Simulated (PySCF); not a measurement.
Simulated outer-valence photoelectron spectrum of `[NH2][Na]` (sodium amide). Computed with EOM-IP-CCSD/aug-cc-pVDZ in PySCF, restricted Hartree–Fock reference, frozen core, non-relativistic, gas phase, PBE0-D3(BJ)/def2-SVP geometry.

Each root has a Gaussian of 0.8 eV full width with its one-hole share as area; cross sections and vibrations are left out, and the highest printed point is 100.

| ionisation energy (eV) | intensity |
| --- | --- |
| 5.2 | 1 |
| 5.4 | 4 |
| 5.6 | 15 |
| 5.8 | 40 |
| 6.0 | 74 |
| 6.2 | 98 |
| 6.4 | 91 |
| 6.6 | 60 |
| 6.8 | 28 |
| 7.0 | 9 |
| 7.2 | 2 |
| 7.4 | 0 |
| 7.6 | 0 |
| 7.8 | 0 |
| 8.0 | 1 |
| 8.2 | 6 |
| 8.4 | 21 |
| 8.6 | 50 |
| 8.8 | 84 |
| 9.0 | 100 |
| 9.2 | 84 |
| 9.4 | 50 |
| 9.6 | 21 |
| 9.8 | 6 |
| 10.0 | 1 |
| 10.2 | 0 |
| 10.4 | 0 |
| 10.6 | 0 |
| 10.8 | 0 |
| 11.0 | 0 |
| 11.2 | 0 |
| 11.4 | 0 |
| 11.6 | 1 |
| 11.8 | 4 |
| 12.0 | 15 |
| 12.2 | 39 |
| 12.4 | 74 |
| 12.6 | 99 |
| 12.8 | 94 |
| 13.0 | 63 |
| 13.2 | 30 |
| 13.4 | 10 |
| 13.6 | 2 |
| 13.8 | 0 |

Question: Where are the maxima, and how many lines lie under the curve?

Answer: 3 maxima, at 6.3, 9.0 and 12.7 eV, from 3 lines.

Question: List the lines with their holes.

Answer: 
```json
{"E (eV)": "6.26", "leading hole (HF orbital)": "HOMO", "area": "0.94", "Koopmans (eV)": "7.04"}
{"E (eV)": "9.00", "leading hole (HF orbital)": "HOMO-1", "area": "0.94", "Koopmans (eV)": "10.05"}
{"E (eV)": "12.67", "leading hole (HF orbital)": "HOMO-2", "area": "0.95", "Koopmans (eV)": "13.45"}
```

The widest gap, 3.67 eV, lies between 9.00 and 12.67 eV. Only orbitals with −ε under 21 eV, eight at most, were ionised, so the high end of the curve may lack lines.
